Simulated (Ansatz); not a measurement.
## One arrangement of a pair

The pair of HCl (SMILES Cl, atoms 1–2) and CH2O (SMILES C=O, atoms 3–6), both closed shells, in one local arrangement (a lower one may exist), relaxed at PBE0-D4/def2-TZVP:

Cl1  (-0.259, 0.630, -2.448)
H2  (0.435, 0.383, -1.370)
C3  (-0.055, -0.255, 0.960)
O4  (0.938, -0.036, 0.321)
H5  (0.002, -0.533, 2.027)
H6  (-1.061, -0.188, 0.509)
(Å)

Program: Ansatz 0.2.0. Basis: def2-TZVPPD, with def2-QZVPPD for the basis limit. Cores are frozen in the correlated methods. B3LYP uses VWN-RPA correlation. Extrapolation: Hartree–Fock as exp(−7.88 √X), correlation as X^−2.97. Interaction energies count from these two fragments, frozen as in the pair, with the counterpoise correction; negative means bound.

Question: What is the interaction energy by CCSD(T) at an estimated basis limit (MP2 extrapolated from triple and quadruple zeta, plus CCSD(T) − MP2 in triple zeta)? (Judge from chemistry; the value comes from the calculation.)

Answer: The calculation gives: -23.2 kJ/mol. Hartree–Fock alone gives -11.8 kJ/mol at the basis limit. It counts from the two fragments frozen as in the pair.

The same quantity by other methods in triple zeta, and each one's difference from that estimate:
```
   method  E_int (kJ/mol)  difference
   PBE-D4           -27.3        -4.1
revPBE-D4           -23.6        -0.5
  BLYP-D4           -24.0        -0.8
r2SCAN-D4           -27.1        -3.9
   B97M-V           -24.6        -1.4
  PBE0-D4           -26.6        -3.4
 B3LYP-D4           -24.8        -1.7
 HSE06-D4           -26.5        -3.3
  wB97X-V           -24.0        -0.8
  wB97M-V           -23.4        -0.3
   B2PLYP           -21.1         2.1
       HF           -11.9        11.3
      MP2           -22.8         0.4
     CCSD           -18.0         5.1
  CCSD(T)           -20.0         3.2
```
Differences are method less estimate.

Question: Which atoms make the shortest contact between the fragments?

Answer: H2 and O4, 1.81 Å apart.

Energy to bend the free fragments (PBE0-D4 minima) into their shapes in the pair, CCSD(T)/def2-TZVPPD: HCl 1.3 kJ/mol; CH2O -0.5 kJ/mol. This must be added to the interaction energy to get the binding energy from relaxed fragments.

Basis-set superposition shift (counterpoise-corrected less uncorrected): CCSD(T) 2.9; MP2 2.9; HF 0.3; PBE0-D4 0.4; wB97M-V 0.3 kJ/mol.

The T1 diagnostic stays at or below 0.016.

For scale, one of the runs: CCSD(T)/def2-TZVPPD, 179 basis functions (an equivalent command: `ansatz run in.yaml --threads 2`). Hardware: 2 CPU threads, shared host. Wall time 32 s; peak host memory 1.7 GiB.
